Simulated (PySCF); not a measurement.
How well do the runs reproduce experiment for CS?

**Experimental background.**

NIST CCCBDB Release 22 (SRD 101), experimental dipoles lists, for the gas: dipole moment (microwave Stark effect, vibrational ground state) 1.958 ± 0.005 D.

From Liu, Meijer, Perez-Rios, Phys. Chem. Chem. Phys. 22 (2020) 24191, for the gas: dipole moment 1.958 D.

How close the calculation comes is told at the end.

Compound: CS.
SMILES with atom numbers: `[C-:1]#[S+:2]`

Cartesian coordinates in Å at the CAM-B3LYP/6-31+G* level; atoms count from 1:
```
atom  x, y, z in Å
C1     0.7627   -0.0018   -0.0019
S2    -0.7679    0.0063   -0.0117
```

Runs made with PySCF (gas phase, on this CAM-B3LYP/6-31+G* geometry; no spin–orbit coupling):

| level | job | basis functions | wall time |
| --- | --- | --- | --- |
| CAM-B3LYP/6-31+G*, grid level 1 | geometry optimisation from a GFN2-xTB start | 40 | 1.5 s |

Hardware: Arm Neoverse V1, one thread (shared host).

All basis functions are spherical.

**Comparison with experiment**

**Dipole moment.** Measured: 1.958 D (NIST CCCBDB Release 22 (SRD 101), experimental dipoles) and 1.958 D (Liu, Meijer, Perez-Rios, Phys. Chem. Chem. Phys. 22 (2020) 24191). Differences are taken against the first.

```json
{"level": "CAM-B3LYP/6-31+G*", "computed (D)": "1.788", "computed − measured (D)": "-0.170", "% (from the printed values)": "-9"}
```

The computed dipoles belong to one fixed geometry; measured ones are averaged over vibrations unless marked μe. Magnitudes are compared, not signs.

The geometry is computed, not the measured one. Where a level misses, the cause wasn't examined.
